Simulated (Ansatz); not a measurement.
Species: formic acid, CH2O2, charge 0, multiplicity 1. SMILES: O=CO
Coordinates optimised at B3LYP-D3(BJ)/def2-TZVP (Ansatz, a first-principles code):
```xyz
5

O     -1.0316    -0.4355    -0.0191
C      0.0042     0.4206     0.0039
O      1.1586     0.1057     0.0179
H     -0.6697    -1.3375    -0.0221
H     -0.3712     1.4518     0.0079
```
Charge 0, spin multiplicity 1.

Quantity: vertical ionisation energy (to the doublet state of charge +1; each state is the SCF solution reached for its spin), in eV. Valence correlation only, unless marked. Open shells are spin-unrestricted. Spin-orbit coupling is left out. Non-relativistic. Basis-set limits of correlation are two-point, X^-3; Hartree-Fock from the larger set. [CCSD(T)-MP2]/basis is that difference in the basis named.

```
level                                                          program  vertical ionisation energy (eV)
-------------------------------------------------------------  -------  -------------------------------
SVWN5/def2-TZVPD                                                Ansatz                              [?]
PBE/def2-TZVPD                                                  Ansatz                            11.31
r2SCAN/def2-TZVPD                                               Ansatz                              [?]
PBE0/def2-TZVPD                                                 Ansatz                            11.35
BHLYP/def2-TZVPD                                                Ansatz                            11.27
wB97M-V/def2-TZVPD                                              Ansatz                            11.45
B2PLYP/def2-TZVPD                                               Ansatz                              [?]
SCS-MP2/aug-cc-pVDZ                                             Ansatz                            11.64
SCS-MP2/aug-cc-pVTZ                                             Ansatz                            11.81
CCSD/aug-cc-pVDZ                                                Ansatz                            11.32
CCSD/aug-cc-pVTZ                                                Ansatz                            11.45
RI-MP2/CBS(aug-cc-pVTZ,aug-cc-pVQZ)+[CCSD(T)-MP2]/aug-cc-pVTZ   Ansatz                            11.65
```

### Question
Complete the blanks.

### Answer

- SVWN5/def2-TZVPD, vertical ionisation energy (eV): 11.62
- r2SCAN/def2-TZVPD, vertical ionisation energy (eV): 11.26
- B2PLYP/def2-TZVPD, vertical ionisation energy (eV): 11.50
